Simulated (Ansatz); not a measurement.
Lattice parameter a (Å) of a set of cubic elemental metals (22 solids), computed with PBE (plane waves, PAW; Ansatz, a quantum-chemistry and plane-wave program) and with r²SCAN0 (plane waves, PAW; Ansatz). The set holds measured phases with no doubt noted on the run or the magnetic state but for the caveats below. 18 more of the class have both values but aren't in it, for one of these reasons: built or high-temperature cells, doubts on the run or the magnetic state, unlike cells, values of zero, layered or molecular crystals, cells that aren't cubic. Solids without a value at one level (not run, failed, or a magnetic order lost), or held back for tests, aren't counted.

All rows, in order of the shift (worked out from unrounded values):

| solid | PBE | r²SCAN0 | shift (%) |
|---|---|---|---|
| fcc Rh | 3.830 | 3.765 | -1.69 |
| fcc Ir | 3.871 | 3.811 | -1.53 |
| fcc Pt | 3.970 | 3.912 | -1.48 |
| fcc Al | 4.040 | 3.984 | -1.37 |
| bcc V | 2.997 | 2.957 | -1.33 |
| fcc Pd | 3.943 | 3.895 | -1.22 |
| fcc Pb | 5.040 | 4.979 | -1.22 |
| fcc Au | 4.158 | 4.114 | -1.06 |
| fcc Cu | 3.629 | 3.597 | -0.89 |
| bcc W | 3.184 | 3.157 | -0.83 |
| bcc Mo | 3.161 | 3.135 | -0.83 |
| fcc Ag | 4.147 | 4.115 | -0.77 |
| fcc Ni | 3.519 | 3.496 | -0.65 |
| bcc Ta | 3.319 | 3.306 | -0.39 |
| bcc Nb | 3.310 | 3.298 | -0.35 |
| bcc Na | 4.197 | 4.240 | +1.02 |
| fcc Ca | 5.526 | 5.606 | +1.44 |
| bcc K | 5.284 | 5.367 | +1.57 |
| bcc Li | 3.435 | 3.492 | +1.68 |
| bcc Rb | 5.670 | 5.770 | +1.76 |
| fcc Sr | 6.030 | 6.158 | +2.13 |
| bcc Cs | 6.162 | 6.318 | +2.54 |

The shift from PBE to r²SCAN0 has a median of -0.80 %, and eight in ten lie between -1.47 % and +1.76 %; r²SCAN0 is the larger in 7 and the smaller in 15 of 22.

Ansatz's runs of these crystals have no spin polarisation, but for fcc Ni. Meta-GGAs and exact exchange favour moments, which can bear on fcc Pd, bcc V, fcc Pt, fcc Rh, fcc Ni.

Density-functional runs with spin start from parallel moments for fcc Ni.

Spin–orbit coupling is left out, also for the solids with elements from indium on (bcc Ta, fcc Pt, bcc W, fcc Ir, bcc Cs, fcc Pb, fcc Au); its size isn't shown.

Exact exchange on metals is sensitive to the k mesh.

Ansatz's density-functional and Hartree–Fock values are scalar-relativistic unless marked +SOC, with PAW data made under PBE.
